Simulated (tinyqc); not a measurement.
Inside a calculation. Method: UHF in the sto-3g basis, for CH2, spin multiplicity 1. One step of it, computed by the program tinyqc.

Question. Iteration 2: building the Fock matrix. J_ij = sum D_kl (ij|kl) with D = D(alpha) + D(beta), K_ij = sum D_kl (ik|jl) for each spin; F = H + J - K(s); E = tr D H + tr D J / 2 - 0.5 sum_s tr D(s) K(s) + E_nn.

D(alpha) after iteration 1:
```
            1C 1s      1C 2s     1C 2px     1C 2py     1C 2pz      2H 1s      3H 1s
1C 1s    1.049410  -0.202837   0.060827  -0.000337  -0.058189  -0.004443  -0.004447
1C 2s   -0.202837   0.858121  -0.259879   0.001607   0.236689  -0.032429  -0.031182
1C 2px   0.060827  -0.259879   0.759407   0.000851   0.320154   0.063323   0.063832
1C 2py  -0.000337   0.001607   0.000851   0.740445   0.001217   0.037478  -0.039390
1C 2pz  -0.058189   0.236689   0.320154   0.001217   0.305977   0.018308   0.019266
2H 1s   -0.004443  -0.032429   0.063323   0.037478   0.018308   0.189819  -0.042669
3H 1s   -0.004447  -0.031182   0.063832  -0.039390   0.019266  -0.042669   0.191755
```

D(beta) after iteration 1:
```
            1C 1s      1C 2s     1C 2px     1C 2py     1C 2pz      2H 1s      3H 1s
1C 1s    1.049410  -0.202837  -0.060827  -0.000337  -0.058189  -0.004443  -0.004447
1C 2s   -0.202837   0.858121   0.259879   0.001607   0.236689  -0.032429  -0.031182
1C 2px  -0.060827   0.259879   0.759407  -0.000851  -0.320154  -0.063323  -0.063832
1C 2py  -0.000337   0.001607  -0.000851   0.740445   0.001217   0.037478  -0.039390
1C 2pz  -0.058189   0.236689  -0.320154   0.001217   0.305977   0.018308   0.019266
2H 1s   -0.004443  -0.032429  -0.063323   0.037478   0.018308   0.189819  -0.042669
3H 1s   -0.004447  -0.031182  -0.063832  -0.039390   0.019266  -0.042669   0.191755
```

core Hamiltonian H = T + V (hartree):
```
             1C 1s      1C 2s     1C 2px     1C 2py     1C 2pz      2H 1s      3H 1s
1C 1s   -18.664610  -4.502388   0.000000  -0.000256  -0.016184  -0.955342  -0.928679
1C 2s    -4.502388  -5.603040   0.000000  -0.002116  -0.171429  -2.199785  -2.160066
1C 2px    0.000000   0.000000  -4.482141   0.000000   0.000000   0.000000   0.000000
1C 2py   -0.000256  -0.002116   0.000000  -4.635245  -0.001086  -1.544116   1.522821
1C 2pz   -0.016184  -0.171429   0.000000  -0.001086  -4.549388  -1.062501  -1.048658
2H 1s    -0.955342  -2.199785   0.000000  -1.544116  -1.062501  -3.416868  -0.598583
3H 1s    -0.928679  -2.160066   0.000000   1.522821  -1.048658  -0.598583  -3.391152
```

Two-electron integrals (ij|kl) in chemists' order, unique and non-zero (hartree):
```
(11|11) 3.541948    (21|11) 0.576921    (21|21) 0.111888    (22|11) 0.854682
(22|21) 0.205284    (22|22) 0.624709    (31|31) 0.020296    (32|31) 0.030858
(32|32) 0.137996    (33|11) 0.852436    (33|21) 0.205335    (33|22) 0.624568
(33|33) 0.672833    (41|41) 0.020296    (42|41) 0.030858    (42|42) 0.137996
(43|43) 0.036269    (44|11) 0.852436    (44|21) 0.205335    (44|22) 0.624568
(44|33) 0.600295    (44|44) 0.672833    (51|51) 0.020296    (52|51) 0.030858
(52|52) 0.137996    (53|53) 0.036269    (54|54) 0.036269    (55|11) 0.852436
(55|21) 0.205335    (55|22) 0.624568    (55|33) 0.600295    (55|44) 0.600295
(55|55) 0.672833    (61|11) 0.121895    (61|21) 0.023501    (61|22) 0.043050
(61|33) 0.042902    (61|41) 0.001196    (61|42) 0.002229    (61|44) 0.043221
(61|51) 0.000792    (61|52) 0.001477    (61|54) 0.000211    (61|55) 0.043042
(61|61) 0.005047    (62|11) 0.295035    (62|21) 0.071823    (62|22) 0.240814
(62|33) 0.235014    (62|41) 0.005702    (62|42) 0.039448    (62|44) 0.246948
(62|51) 0.003778    (62|52) 0.026136    (62|54) 0.007907    (62|55) 0.240253
(62|61) 0.015742    (62|62) 0.122129    (63|31) 0.007270    (63|32) 0.038445
(63|43) 0.007695    (63|53) 0.005099    (63|63) 0.014931    (64|11) 0.210388
(64|21) 0.051876    (64|22) 0.184427    (64|33) 0.175137    (64|41) 0.010857
(64|42) 0.066462    (64|44) 0.199063    (64|51) 0.002376    (64|52) 0.018562
(64|54) 0.010754    (64|55) 0.178883    (64|61) 0.011899    (64|62) 0.111087
(64|64) 0.114141    (65|11) 0.139393    (65|21) 0.034371    (65|22) 0.122193
(65|33) 0.116037    (65|41) 0.002376    (65|42) 0.018562    (65|44) 0.121692
(65|51) 0.008845    (65|52) 0.050744    (65|54) 0.011442    (65|55) 0.128717
(65|61) 0.007884    (65|62) 0.073601    (65|64) 0.065732    (65|65) 0.058482
(66|11) 0.446092    (66|21) 0.110450    (66|22) 0.421141    (66|33) 0.398812
(66|41) 0.010981    (66|42) 0.102152    (66|44) 0.445006    (66|51) 0.007276
(66|52) 0.067681    (66|54) 0.030606    (66|55) 0.419090    (66|61) 0.024557
(66|62) 0.270608    (66|64) 0.271792    (66|65) 0.180076    (66|66) 0.774606
(71|11) 0.118452    (71|21) 0.022839    (71|22) 0.041845    (71|33) 0.041702
(71|41) -0.001160   (71|42) -0.002164   (71|44) 0.042011    (71|51) 0.000769
(71|52) 0.001434    (71|54) -0.000205   (71|55) 0.041838    (71|61) 0.004757
(71|62) 0.014404    (71|64) 0.009914    (71|65) 0.007223    (71|66) 0.022053
(71|71) 0.004767    (72|11) 0.289326    (72|21) 0.070446    (72|22) 0.236518
(72|33) 0.230797    (72|41) -0.005590   (72|42) -0.038836   (72|44) 0.242564
(72|51) 0.003706    (72|52) 0.025745    (72|54) -0.007801   (72|55) 0.235969
(72|61) 0.014534    (72|62) 0.086540    (72|64) 0.056495    (72|65) 0.050788
(72|66) 0.150150    (72|71) 0.015008    (72|72) 0.118254    (73|31) 0.007098
(73|32) 0.037636    (73|43) -0.007555   (73|53) 0.005009    (73|63) 0.009886
(73|73) 0.014376    (74|11) -0.207130   (74|21) -0.051078   (74|22) -0.181837
(74|33) -0.172687   (74|41) 0.010624    (74|42) 0.065296    (74|44) -0.196234
(74|51) -0.002338   (74|52) -0.018337   (74|54) 0.010601    (74|55) -0.176394
(74|61) -0.010046   (74|62) -0.056813   (74|64) -0.028276   (74|65) -0.032689
(74|66) -0.091259   (74|71) -0.011383   (74|72) -0.107960   (74|74) 0.111149
(75|11) 0.137313    (75|21) 0.033861    (75|22) 0.120546    (75|33) 0.114480
(75|41) -0.002338   (75|42) -0.018337   (75|44) 0.120072    (75|51) 0.008648
(75|52) 0.049792    (75|54) -0.011263   (75|55) 0.126955    (75|61) 0.007319
(75|62) 0.050946    (75|64) 0.032623    (75|65) 0.039174    (75|66) 0.093818
(75|71) 0.007546    (75|72) 0.071570    (75|74) -0.064154   (75|75) 0.056906
(76|11) 0.073897    (76|21) 0.018073    (76|22) 0.063238    (76|33) 0.061446
(76|41) -4.20e-06   (76|42) -0.000050   (76|44) 0.063287    (76|51) 0.001553
(76|52) 0.011637    (76|54) -0.000014   (76|55) 0.064915    (76|61) 0.003875
(76|62) 0.029116    (76|64) 0.022952    (76|65) 0.019274    (76|66) 0.060925
(76|71) 0.003767    (76|72) 0.028707    (76|74) -0.022762   (76|75) 0.019068
(76|76) 0.008579    (77|11) 0.441835    (77|21) 0.109412    (77|22) 0.417980
(77|33) 0.395866    (77|41) -0.010804   (77|42) -0.101152   (77|44) 0.441595
(77|51) 0.007162    (77|52) 0.067057    (77|54) -0.030315   (77|55) 0.415963
(77|61) 0.022477    (77|62) 0.151796    (77|64) 0.091777    (77|65) 0.094528
(77|66) 0.269731    (77|71) 0.023637    (77|72) 0.265646    (77|74) -0.267691
(77|75) 0.177461    (77|76) 0.060925    (77|77) 0.774606
```

nuclear repulsion = 5.68876225 hartree

Give: Coulomb J; exchange K(alpha); exchange K(beta); F(alpha); F(beta); total energy of this density.

Answer.

Coulomb J (hartree):
```
          1C 1s   1C 2s  1C 2px   1C 2py  1C 2pz   2H 1s    3H 1s
1C 1s   11.8439  2.2968  0.0000   0.0001  0.0308  0.4851   0.4715
1C 2s    2.2968  5.2768  0.0000   0.0002  0.1795  2.0318   1.9956
1C 2px   0.0000  0.0000  5.2754   0.0000  0.0000  0.0000   0.0000
1C 2py   0.0001  0.0002  0.0000   5.3125  0.0000  1.5453  -1.5238
1C 2pz   0.0308  0.1795  0.0000   0.0000  5.2261  1.0632   1.0488
2H 1s    0.4851  2.0318  0.0000   1.5453  1.0632  3.5618   0.5338
3H 1s    0.4715  1.9956  0.0000  -1.5238  1.0488  0.5338   3.5387
```

exchange K(alpha) (hartree):
```
          1C 1s    1C 2s   1C 2px   1C 2py  1C 2pz   2H 1s    3H 1s
1C 1s    3.6122   0.6367  -0.0020   0.0000  0.0061  0.1398   0.1360
1C 2s    0.6367   0.8342  -0.1494   0.0008  0.1932  0.3711   0.3649
1C 2px  -0.0020  -0.1494   0.6774   0.0006  0.2191  0.0017   0.0020
1C 2py   0.0000   0.0008   0.0006   0.7320  0.0006  0.2627  -0.2597
1C 2pz   0.0061   0.1932   0.2191   0.0006  0.4109  0.1790   0.1767
2H 1s    0.1398   0.3711   0.0017   0.2627  0.1790  0.4017   0.0939
3H 1s    0.1360   0.3649   0.0020  -0.2597  0.1767  0.0939   0.3967
```

exchange K(beta) (hartree):
```
         1C 1s   1C 2s   1C 2px   1C 2py   1C 2pz    2H 1s    3H 1s
1C 1s   3.6122  0.6367   0.0020   0.0000   0.0061   0.1398   0.1360
1C 2s   0.6367  0.8342   0.1494   0.0008   0.1932   0.3711   0.3649
1C 2px  0.0020  0.1494   0.6774  -0.0006  -0.2191  -0.0017  -0.0020
1C 2py  0.0000  0.0008  -0.0006   0.7320   0.0006   0.2627  -0.2597
1C 2pz  0.0061  0.1932  -0.2191   0.0006   0.4109   0.1790   0.1767
2H 1s   0.1398  0.3711  -0.0017   0.2627   0.1790   0.4017   0.0939
3H 1s   0.1360  0.3649  -0.0020  -0.2597   0.1767   0.0939   0.3967
```

F(alpha) (hartree):
```
           1C 1s    1C 2s   1C 2px   1C 2py   1C 2pz    2H 1s    3H 1s
1C 1s   -10.4329  -2.8422   0.0020  -0.0002   0.0085  -0.6100  -0.5932
1C 2s    -2.8422  -1.1604   0.1494  -0.0027  -0.1852  -0.5391  -0.5294
1C 2px    0.0020   0.1494   0.1158  -0.0006  -0.2191  -0.0017  -0.0020
1C 2py   -0.0002  -0.0027  -0.0006  -0.0548  -0.0016  -0.2615   0.2587
1C 2pz    0.0085  -0.1852  -0.2191  -0.0016   0.2658  -0.1782  -0.1765
2H 1s    -0.6100  -0.5391  -0.0017  -0.2615  -0.1782  -0.2567  -0.1586
3H 1s    -0.5932  -0.5294  -0.0020   0.2587  -0.1765  -0.1586  -0.2492
```

F(beta) (hartree):
```
           1C 1s    1C 2s   1C 2px   1C 2py   1C 2pz    2H 1s    3H 1s
1C 1s   -10.4329  -2.8422  -0.0020  -0.0002   0.0085  -0.6100  -0.5932
1C 2s    -2.8422  -1.1604  -0.1494  -0.0027  -0.1852  -0.5391  -0.5294
1C 2px   -0.0020  -0.1494   0.1158   0.0006   0.2191   0.0017   0.0020
1C 2py   -0.0002  -0.0027   0.0006  -0.0548  -0.0016  -0.2615   0.2587
1C 2pz    0.0085  -0.1852   0.2191  -0.0016   0.2658  -0.1782  -0.1765
2H 1s    -0.6100  -0.5391   0.0017  -0.2615  -0.1782  -0.2567  -0.1586
3H 1s    -0.5932  -0.5294   0.0020   0.2587  -0.1765  -0.1586  -0.2492
```

total energy of this density = -37.482405 hartree

This density is a damped mixture and is not idempotent.
